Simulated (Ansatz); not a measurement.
# C2H2F2 (vinylidene fluoride): levels of theory compared

Aim: a comparison of 6 runs (B2PLYP/aug-cc-pVDZ, PBE-QIDH/aug-cc-pVDZ, PBE/aug-cc-pVDZ, revPBE/aug-cc-pVDZ, wB97M-V/aug-cc-pVDZ, CCSD(T)/aug-cc-pVDZ) of C2H2F2 (vinylidene fluoride). 

The results are computed with Ansatz 0.2.0.

47 further runs of the same task are left out: 47 set aside as unsound or not needed.

### Step 1. Starting point

C2H2F2: 6 atoms, total charge 0, spin state singlet. As SMILES, `C=C(F)F`. The C2–F3 distance was set to 1.707 Å, away from the relaxed value.

Bond lengths: C1–C2 1.315 Å, C2–F4 1.313 Å, C1–H5 1.079 Å, C1–H6 1.079 Å. Angles: C1–C2–F4 125.2°, C2–C1–H5 119.7°, C2–C1–H6 119.7°, H5–C1–H6 120.6°. A long bond or contact: C2–F3 1.707 Å.

### Step 2. The energy at B2PLYP/aug-cc-pVDZ (run 1)

run.yaml

```yaml
crystal:
  periodic: [false, false, false]
  atoms:
    - {symbol: C, position_ang: [0.052064, 0.461700, -0.900636]}
    - {symbol: C, position_ang: [0.272964, -0.403900, 0.063864]}
    - {symbol: F, position_ang: [-0.454900, -0.363600, 1.607600]}
    - {symbol: F, position_ang: [1.087164, -1.431400, -0.013236]}
    - {symbol: H, position_ang: [0.562164, 0.351300, -1.844636]}
    - {symbol: H, position_ang: [-0.637636, 1.275500, -0.740436]}
basis:
  gaussian: {orbitals: aug-cc-pVDZ}
total_charge: 0
hamiltonian: {xc: {name: B2PLYP}}
correlation: {frozen_orbitals: {C: 1, F: 1, H: 0}}
accuracy: high
output: {orbitals: {seedname: orbitals}}
```

On the command line:

```
$ ansatz run run.yaml --threads 1 --pin off --max-ram 3480MiB --events-out events.jsonl --progress --plain --runs-dir runs
```

What it wrote:

```text
Warning: RAYON_NUM_THREADS=1 ignored (pool sized by the plan → 1); use --threads N
Functional definition: B2PLYP
  name "B2PLYP"
  parameter a = 0.53
  parameter c = 0.27
  exchange = (1 - a)*b88_x + a*exact_x
  correlation = (1 - c)*lyp_c + c*(mp2_os + mp2_ss)
2195 factors; integrals over basis functions are off by at most 2.7e-9 eV
mean field evaluation 1: about -7522.6567 eV, gradient 4.4e1 eV
mean field evaluation 2: about -7522.6539 eV, gradient 4.4e1 eV
mean field evaluation 4: about -7526.6180 eV, gradient 7.9e0 eV
mean field evaluation 8: about -7526.7532 eV, gradient 1.7e-1 eV
mean field evaluation 16: about -7526.7533 eV, gradient 5.3e-5 eV
mean field -7526.75333499 eV, -276.6030832444 hartree, gradient 3.8e-8 eV, S^2 0.000000; 0 other end points of the search recorded, 0 dependent functions left out
4 core orbitals not correlated: weight in the atoms' cores, before any rotation towards them, 1.000 or more for the frozen orbitals, at most 0.000 for the correlated occupied ones
reference -7526.75336347 eV, -276.6030842908 hartree; 12, 12 occupied and 94, 94 virtual orbitals, 2195 factors
second order -23.29410471 eV of doubles, -0.00000000 eV of singles
Total energy: -7533.04277174 eV, -276.8342157816 hartree
```

Run time: 11 s. Hardware: 1 thread of Arm Neoverse V1, shared host; peak memory 0.34 GiB.

### Step 3. The energy at PBE-QIDH/aug-cc-pVDZ (run 2)

run.yaml, as its differences from that of step 2:

```diff
@@ -1 +1,3 @@
+basis:
+  gaussian: {orbitals: aug-cc-pVDZ}
 crystal:
@@ -9,6 +11,3 @@
     - {symbol: H, position_ang: [-0.637636, 1.275500, -0.740436]}
-basis:
-  gaussian: {orbitals: aug-cc-pVDZ}
-total_charge: 0
-hamiltonian: {xc: {name: B2PLYP}}
+hamiltonian: {xc: {name: PBE-QIDH}}
 correlation: {frozen_orbitals: {C: 1, F: 1, H: 0}}
```

On the command line:

```
$ ansatz run run.yaml --threads 1 --pin off --max-ram 3480MiB --events-out events.jsonl --progress --plain --runs-dir runs
```

What it wrote, cut to the lines that bear on the results:

```text
Warning: RAYON_NUM_THREADS=1 ignored (pool sized by the plan → 1); use --threads N
Functional definition: PBE-QIDH
  name "PBE-QIDH"
[...]
2195 factors; integrals over basis functions are off by at most 2.7e-9 eV
[...]
mean field -7521.42693179 eV, -276.4073415370 hartree, gradient 8.4e-8 eV, S^2 0.000000; 0 other end points of the search recorded, 0 dependent functions left out
4 core orbitals not correlated: weight in the atoms' cores, before any rotation towards them, 1.000 or more for the frozen orbitals, at most 0.000 for the correlated occupied ones
reference -7521.42693389 eV, -276.4073416142 hartree; 12, 12 occupied and 94, 94 virtual orbitals, 2195 factors
second order -21.48090221 eV of doubles, -0.00000000 eV of singles
Total energy: -7528.58723463 eV, -276.6704778129 hartree
```

Wall time 11 s (1 thread of Arm Neoverse V1, shared host); peak memory 0.34 GiB.

Runs 3 to 5 aren't shown in full; the table further down has their settings and results.

### Step 4. A single-point energy at CCSD(T)/aug-cc-pVDZ (run 6)

input.yaml

```yaml
crystal:
  periodic: [false, false, false]
  atoms:
    - {symbol: C, position_ang: [0.052064, 0.461700, -0.900636]}
    - {symbol: C, position_ang: [0.272964, -0.403900, 0.063864]}
    - {symbol: F, position_ang: [-0.454900, -0.363600, 1.607600]}
    - {symbol: F, position_ang: [1.087164, -1.431400, -0.013236]}
    - {symbol: H, position_ang: [0.562164, 0.351300, -1.844636]}
    - {symbol: H, position_ang: [-0.637636, 1.275500, -0.740436]}
basis:
  gaussian: {orbitals: aug-cc-pVDZ}
scf: {omitted_lower_state_checks: [cluster_reference, increment]}
correlation: {method: ccsd_t, frozen_orbitals: {C: 1, F: 1, H: 0}}
accuracy: high
```

On the command line:

```
$ ansatz run input.yaml --threads 1 --pin off --max-ram 3480MiB --events-out events.jsonl --progress --plain --runs-dir runs
```

What it wrote, cut to the lines that bear on the results:

```text
Warning: RAYON_NUM_THREADS=1 ignored (pool sized by the plan → 1); use --threads N
Functional definition: HF
  name "HF"
[...]
2195 factors; integrals over basis functions are off by at most 2.7e-9 eV
[...]
mean field -7502.25574979 eV, -275.7028135933 hartree, gradient 1.7e-8 eV, S^2 0.000000; 0 other end points of the search recorded, 0 dependent functions left out
4 core orbitals not correlated: weight in the atoms' cores, before any rotation towards them, 1.000 or more for the frozen orbitals, at most 0.000 for the correlated occupied ones
reference -7502.25574979 eV, -275.7028135933 hartree; 12, 12 occupied and 94, 94 virtual orbitals, 2195 factors
second order -18.93054484 eV of doubles, -0.00000000 eV of singles
cycle   1  -18.74179148 eV  change    1.9e-1 eV  update   1.2e-1
[...]
cycle  24  -19.42609341 eV  change   -1.4e-9 eV  update  8.6e-10
perturbative correction -0.69735664 eV, -0.0256273837 hartree
Total energy: -7522.37919984 eV, -276.4423367423 hartree
Checks for a lower state left out: cluster_reference, increment
```

Wall time 50 s (1 thread of Arm Neoverse V1, shared host); peak memory 0.98 GiB.

### Step 5. Overview of the runs

| run | level | frozen core orbitals | energy (Eh) | HOMO energy (eV) | LUMO energy (eV) | HOMO–LUMO gap (eV) | wall time |
| --- | --- | --- | --- | --- | --- | --- | --- |
| 1 | B2PLYP/aug-cc-pVDZ | 4 | -276.834216 | -9.85 | -0.18 | 9.67 | 11 s |
| 2 | PBE-QIDH/aug-cc-pVDZ | 4 | -276.670478 | -10.76 | 0.36 | 11.13 | 11 s |
| 3 | PBE/aug-cc-pVDZ | – | -276.771901 | -7.27 | -2.83 | 4.44 | 6.9 s |
| 4 | revPBE/aug-cc-pVDZ | – | -276.975439 | -7.20 | -2.74 | 4.46 | 6.6 s |
| 5 | wB97M-V/aug-cc-pVDZ | – | -276.967125 | -11.00 | 0.16 | 11.16 | 59 s |
| 6 | CCSD(T)/aug-cc-pVDZ | 4 | -276.442337 | – | – | – | 50 s |

### Step 6. Summary of results

| quantity | value |
| --- | --- |
| run 6: total energy | -276.44234 Eh |
| run 6: correlation energy (4 core orbitals frozen) | -739.5 mEh |
| run 6: (T) correction | -25.63 mEh |
| run 6: T1 diagnostic | 0.017 |

What this shows: Over runs 1, 2, 3, 4, 5 the HOMO–LUMO gap runs from 4.44 eV (PBE/aug-cc-pVDZ) to 11.16 eV (wB97M-V/aug-cc-pVDZ). Totals of different functionals can't be ranked against each other. All runs together took 2.4 min, the longest 59 s.
